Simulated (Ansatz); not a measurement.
# H₅NSSi: up Jacob's ladder to CCSD(T)

One table from this session's results is given with a row withheld; the runs are named, their logs left out.

The runs use Ansatz 0.2.0, Gaussian basis; functionals in def2-TZVPP, the program's frozen cores in correlated methods.

The runs, in order: LDA (SPW92), PBE-D4, revPBE-D4, BLYP-D4, r2SCAN-D4, B97M-V, PBE0-D4, B3LYP-D4, r2SCANh-D4, r2SCAN0-D4, HSE06-D4, BHLYP-D4, CAM-B3LYP-D4, LC-ωPBE, ωB97X-V, ωB97M-V, B2PLYP, PBE-QIDH; CCSD(T)/def2-SVP; CCSD(T)/def2-TZVPP; MP2/def2-QZVPP; extrapolation to the limit; RPA on PBE.

1 further run of the same task is left out (it didn't finish).

## The geometry

The geometry comes from an earlier relaxation with PBE0-D4 in a triple-zeta def2 set; it is a stationary point, not always the lowest conformer.

SMILES `N[SiH2]S`, 8 atoms, charge 0, spin multiplicity 1.

Atoms are counted from 1 here; the program's logs count them from 0.

Bond lengths: N1–Si2 1.706 Å, N1–H4 1.006 Å, N1–H5 1.006 Å, Si2–S3 2.151 Å, Si2–H6 1.485 Å, Si2–H7 1.484 Å, S3–H8 1.343 Å. Angles: Si2–N1–H4 120.4°, Si2–N1–H5 122.1°, H4–N1–H5 112.1°, N1–Si2–S3 111.5°, N1–Si2–H6 112.3°, N1–Si2–H7 105.6°, S3–Si2–H6 105.8°, S3–Si2–H7 111.6°, H6–Si2–H7 110.2°, Si2–S3–H8 94.3°.

Set-up of the first run:

in.yaml reads:

```yaml
crystal:
  periodic: [false, false, false]
  atoms:
    - {symbol: N, position_ang: [-0.754733, 0.572283, -1.067086]}
    - {symbol: Si, position_ang: [0.473045, 0.027239, -0.015915]}
    - {symbol: S, position_ang: [-0.297727, -1.338793, 1.455845]}
    - {symbol: H, position_ang: [-0.873956, 0.149555, -1.971830]}
    - {symbol: H, position_ang: [-1.608130, 0.982382, -0.725870]}
    - {symbol: H, position_ang: [1.093238, 1.137718, 0.750151]}
    - {symbol: H, position_ang: [1.484274, -0.621588, -0.886792]}
    - {symbol: H, position_ang: [0.575989, -0.965895, 2.405596]}
basis:
  gaussian: {orbitals: def2-TZVPP}
hamiltonian: {xc: lda}
output: {orbitals: {seedname: orbitals}}
```

Started as:

```console
$ ansatz run in.yaml --threads 2 --pin off --events-out ev --progress --plain --max-ram 4352MiB
```

Among the steps run: LDA; PBE-D4 (GGA); revPBE-D4 (GGA); BLYP-D4 (GGA); r2SCAN-D4 (meta-GGA); B97M-V (meta-GGA); B3LYP-D4 (hybrid); r2SCANh-D4 (hybrid); r2SCAN0-D4 (hybrid); HSE06-D4 (hybrid); BHLYP-D4 (hybrid); CAM-B3LYP-D4 (range-separated); LC-ωPBE (range-separated); ωB97X-V (range-separated); ωB97M-V (range-separated); B2PLYP (double hybrid); PBE-QIDH (double hybrid).

One of the session's tables, all rows but one given; the rest of the session is left out.

It belongs to the step «Frontier levels by functional». 

```
  functional  HOMO (eV)  LUMO (eV)  gap (eV)
 LDA (SPW92)      -6.04      -0.76      5.28
      PBE-D4      -5.94      -0.59      5.34
   revPBE-D4      -5.90      -0.52      5.38
     BLYP-D4      -5.79      -0.52      5.27
   r2SCAN-D4      -6.23      -0.19      6.04
      B97M-V      -6.34      -0.43      5.91
     PBE0-D4      -7.19       0.28      7.47
    B3LYP-D4      -6.95       0.01      6.96
  r2SCANh-D4      -6.69       0.11      6.81
  r2SCAN0-D4      -7.38       0.55      7.94
    HSE06-D4      -6.79      -0.10      6.70
    BHLYP-D4      -8.30       1.06      9.37
CAM-B3LYP-D4      -8.53       1.21      9.73
     LC-ωPBE      -9.93       2.44     12.38
     ωB97X-V      -9.57       2.27     11.83
     ωB97M-V          ?          ?         ?
```

**Question.** Estimate the row for ωB97M-V.

As computed: HOMO (eV): -9.40; LUMO (eV): 1.90; gap (eV): 11.31. In the column «HOMO (eV)» it lies between ωB97X-V (-9.57) and CAM-B3LYP-D4 (-8.53).
